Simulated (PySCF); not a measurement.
# Bond length, frequency and bond energy of SO by level of theory

State: ³Σ⁻ (triplet), unpaired electrons π ↑↑. Set-up: basis S 3-21G, O 3-21G; no relativity; PySCF 2.14. De refers to S + O in their high-spin ground configurations, without counterpoise correction. The functionals are run spin-unrestricted. A positive dipole means S(−)O(+). Levels whose curve was spin-contaminated or gave no clean fit are not listed.

```tsv
Level	Re (Å)	ωe (cm⁻¹)	De (eV)	μ (D)
UHF	1.574	1112	0.105	-1.13
UHF-CCSD	1.636	944	2.88	n/a
UHF-CCSD(T)	1.643	930	3.04	n/a
PBE	1.642	958	4.84	-1.00
revPBE	1.647	948	4.55	-1.00
r²SCAN	1.628	995	4.35	-1.06
PBE0	1.611	1040	3.88	-1.13
r²SCAN0	1.605	1059	3.57	-1.16
M06	1.611	1036	3.65	-1.18
CAM-B3LYP	1.604	1057	3.81	-1.14
```

Measured (Huber and Herzberg, Constants of Diatomic Molecules (1979)): Re = 1.481087 Å, ωe = 1149.22 cm⁻¹.

The bond length runs from 1.574 Å (UHF) to 1.647 Å (revPBE). De spans 0.11 eV (UHF, mean field) to 4.84 eV (PBE, GGA). Correlation at CCSD(T) changes the Hartree–Fock bond energy by +2.93 eV; the triples alone change it by +0.16 eV.

Correlated steps freeze 6 core orbitals. The CCSD T1 diagnostic is raised, a sign that a single reference may not be enough here. 3-21G is very small, so such numbers show the basis as much as the molecule. The state was picked by a PBE0 search and need not be the measured ground state.
